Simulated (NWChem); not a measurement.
All runs are NWChem calculations. System: CN, charge 0, spin multiplicity 2, at a geometry optimised with UB3LYP/def2-SVP. The structure started from a generated list of species. Its SCF solution wasn't tested for a lower state. Level: G0W0@ULDA (SVWN5)/def2-TZVP, RI basis def2-tzvp-rifit.

The NWChem input:

```
start mol
memory heap 200 mb stack 700 mb global 1700 mb
geometry units angstroms nocenter noautoz
  C      0.000000     0.000000     0.630304
  N      0.000000     0.000000    -0.540261
  symmetry group C2v
end
basis spherical
  * library def2-tzvp
end
basis "ri basis" bse spherical
  * library def2-tzvp-rifit
end
dft
  xc slater vwn_5
  odft
  mult 2
  iterations 100
  direct
  tolerances tight
end
task dft energy
gw
  states alpha occ 4 vir 2
  states beta occ 4 vir 2
end
task dft gw
```

Part of the output:

```
             Northwest Computational Chemistry Package (NWChem) 7.3.0
             --------------------------------------------------------

                                NWChem Input Module
                                -------------------

 Scaling coordinates for geometry "geometry" by  1.889725989
 (inverse scale =  0.529177249)

 Turning off AUTOSYM since
 SYMMETRY directive was detected!

                             Geometry "geometry" -> ""
                             -------------------------

 Output coordinates in angstroms (scale by  1.889725989 to convert to a.u.)

  No.       Tag          Charge          X              Y              Z
 ---- ---------------- ---------- -------------- -------------- --------------
    1 C                    6.0000     0.00000000     0.00000000     0.63030400
    2 N                    7.0000     0.00000000     0.00000000    -0.54026100

 Effective nuclear repulsion energy (a.u.)      18.9869374686

            Nuclear Dipole moment (a.u.)
            ----------------------------
        X                 Y               Z
 ---------------- ---------------- ----------------
     0.0000000000     0.0000000000    -0.0000056692

      Symmetry information
      --------------------

 Group name             C2v
 Group number             16
 Group order               4
 No. of unique centers     2

      Symmetry unique atoms

     1    2


 Summary of "ao basis" -> "" (spherical)
 ------------------------------------------------------------------------------
       Tag                 Description            Shells   Functions and Types
 ---------------- ------------------------------  ------  ---------------------
 *                         def2-tzvp                  on all atoms

 new library libraries.bse/

 Summary of "ri basis" -> "" (spherical)
 ------------------------------------------------------------------------------
       Tag                 Description            Shells   Functions and Types
 ---------------- ------------------------------  ------  ---------------------
 *                      def2-tzvp-rifit               on all atoms

                                 NWChem DFT Module
                                 -----------------

 Summary of "ao basis" -> "ao basis" (spherical)
 ------------------------------------------------------------------------------
       Tag                 Description            Shells   Functions and Types
 ---------------- ------------------------------  ------  ---------------------
 C                         def2-tzvp                11       31   5s3p2d1f
 N                         def2-tzvp                11       31   5s3p2d1f

 Summary of "ao basis" -> "ao basis" (spherical)
 ------------------------------------------------------------------------------
       Tag                 Description            Shells   Functions and Types
 ---------------- ------------------------------  ------  ---------------------
 C                         def2-tzvp                11       31   5s3p2d1f
 N                         def2-tzvp                11       31   5s3p2d1f

      Symmetry analysis of basis
      --------------------------

        a1         28
        a2          6
        b1         14
        b2         14

            General Information
            -------------------
          SCF calculation type: DFT
          Wavefunction type:  spin polarized.
          No. of atoms     :     2
          No. of electrons :    13
           Alpha electrons :     7
[...]
    38     -0.339576  2 N  py                41     -0.278814  2 N  py
    21      0.027685  1 C  d -1

   alpha - beta orbital overlaps
   -----------------------------

   alpha      1      2      3      4      5      6      7      8      9     10
    beta      1      2      3      4      6      5      7      8      9     10
 overlap   1.000  1.000  1.000  0.970  0.999  0.999  0.969  0.999  0.999  0.993

   alpha     11     12     13     14     15     16     17     18     19     20
    beta     11     12     13     14     16     15     17     18     19     20
 overlap   0.993  0.999  0.999  1.000  1.000  1.000  0.963  0.962  1.000  1.000

   alpha     21     22     23     24     25     26     27     28     29     30
    beta     21     22     23     24     25     26     27     28     29     31
 overlap   1.000  1.000  0.987  1.000  1.000  0.944  0.956  0.999  0.999  0.999

   alpha     31     32     33     34     35     36     37     38     39     40
    beta     30     32     33     34     35     37     36     38     39     40
 overlap   0.999  0.999  1.000  1.000  1.000  1.000  1.000  0.999  0.999  0.999

   alpha     41     42     43     44     45     46     47     48     49     50
    beta     41     42     43     44     45     46     47     48     49     50
 overlap   0.999  0.999  0.999  0.997  0.997  0.999  0.999  1.000  1.000  1.000

   alpha     51     52     53     54     55     56     57     58     59     60
    beta     51     52     53     54     56     55     57     58     59     60
 overlap   0.999  0.999  0.999  0.999  1.000  1.000  1.000  1.000  1.000  1.000

   alpha     61     62
    beta     61     62
 overlap   1.000  1.000

     --------------------------
     Expectation value of S2:
     --------------------------
      <S2> =      0.7545 (Exact =     0.7500)

 center of mass
 --------------
 x =   0.00000000 y =   0.00000000 z =  -0.00012097

 moments of inertia (a.u.)
 ------------------
          31.620491876071           0.000000000000           0.000000000000
           0.000000000000          31.620491876071           0.000000000000
           0.000000000000           0.000000000000           0.000000000000

     Multipole analysis of the density
     ---------------------------------

     L   x y z        total         alpha         beta         nuclear
     -   - - -        -----         -----         ----         -------
     0   0 0 0     -0.000000     -7.000000     -6.000000     13.000000

     1   1 0 0     -0.000000     -0.000000     -0.000000      0.000000
     1   0 1 0     -0.000000     -0.000000     -0.000000      0.000000
     1   0 0 1      0.444078     -0.362031      0.806115     -0.000006

     2   2 0 0     -8.229328     -4.456925     -3.772403      0.000000
     2   1 1 0     -0.000000     -0.000000     -0.000000      0.000000
     2   1 0 1      0.000000      0.000000      0.000000      0.000000
     2   0 2 0     -8.229328     -4.456925     -3.772403      0.000000
     2   0 1 1      0.000000     -0.000000      0.000000      0.000000
     2   0 0 2     -7.895584    -14.120837     -9.583393     15.808646

 Task  times  cpu:        1.9s     wall:        1.9s

                                NWChem Input Module
                                -------------------

                                 NWChem GW Module
                                 ----------------

                             ***********************
                             ***        GW       ***
                             ***********************

 Summary of "ri basis" -> "ri basis" (spherical)
 ------------------------------------------------------------------------------
       Tag                 Description            Shells   Functions and Types
 ---------------- ------------------------------  ------  ---------------------
 C                      def2-tzvp-rifit             22       76   8s6p4d3f1g
 N                      def2-tzvp-rifit             22       76   8s6p4d3f1g

                 Memory Information
                 ------------------
          Available GA per process is          1699.9 MBs
          Available stack per process is        700.0 MBs
          Available heap per process is           0.0 MBs

          Peak memory in Initialization
              Peak GA per process is                  1.5 MBs
              Peak stack per process is               0.0 MBs
              Peak heap per process is                1.5 MBs
              Memory not in MA per process            0.0 MBs

          Peak memory in AFF Calculation
              Peak GA per process is                  6.0 MBs
              Peak stack per process is               4.0 MBs
              Peak heap per process is                0.0 MBs
              Memory not in MA per process            4.0 MBs

          Computing 2-center integrals
          Computing Inverse Cholesky factor
          Computing 3-center integrals
          Computing V_xc ...

          Computing Sigma_x
          Computing RPA polarizability
          Solving quasiparticle equations

                  Alpha Orbitals
          State     Energy (eV)     Error (eV)
          -----------------------------------
@GW         4        -16.506           0.024 *
@GW         5        -14.093           0.003
@GW         6        -14.093           0.003
@GW         7        -13.381           0.004
@GW         8          2.524           0.003
@GW         9          2.524           0.003

  * Result did not converge

                   Beta Orbitals
          State     Energy (eV)     Error (eV)
          -----------------------------------
@GW         3        -28.402           0.002
@GW         4        -14.410           0.004
@GW         5        -13.747           0.003
@GW         6        -13.747           0.003
@GW         7         -4.246           0.004
@GW         8          3.125           0.005

   Applying  -3.6422 eV scissor-shift to rest of particle states

   Applying   4.2778 eV scissor-shift to rest of hole states

   Applying  -4.2165 eV scissor-shift to rest of particle states

   Applying   3.8362 eV scissor-shift to rest of hole states

     GW Timing Statistics
   ------------------------
   Init.   :          0.1s
     ERIs  :          0.1s
     Distr.:          0.0s
     Vxc   :          0.0s
   Sigma_x :          0.0s
   RPA     :          0.1s
   Wmn     :          0.0s
   Sigma_c :          0.0s
   GW total:          0.4s

 Task  times  cpu:        0.4s     wall:        0.4s

 Total times  cpu:        2.3s     wall:        2.3s
```
